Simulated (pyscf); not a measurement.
PySCF, gas phase, ωB97X-D3(BJ)/def2-SVP geometries.

### Question
PBE/def2-TZVP puts the barrier of F–SiH₂• + SiH₄ → F–SiH₃ + SiH₃• (hydrogen abstraction; doublet surface; H–Si broken, H–Si formed) at 16.9 kJ/mol and the reaction energy at -4.8 kJ/mol, from the separated reactants. What do B3LYP-D3(BJ)/def2-TZVP, M06-2X/def2-TZVP, ωB97M-D3(BJ)/def2-TZVP give on the same structures?

### Answer
B3LYP-D3(BJ): ΔE‡ = 26.8 kJ/mol, ΔE = -7.0 kJ/mol; M06-2X: ΔE‡ = 38.9 kJ/mol, ΔE = -11.0 kJ/mol; ωB97M-D3(BJ): ΔE‡ = 37.3 kJ/mol, ΔE = -8.8 kJ/mol. PBE's barrier lies under all of them, by 9.9 to 22.0 kJ/mol. Its reaction energy lies over all of them, by 2.2 to 6.2 kJ/mol. Low barriers are usual for a GGA, whose delocalisation error favours stretched bonds. One saddle was located; it need not be the lowest between these sides. The angle at the transferred H is 144°.
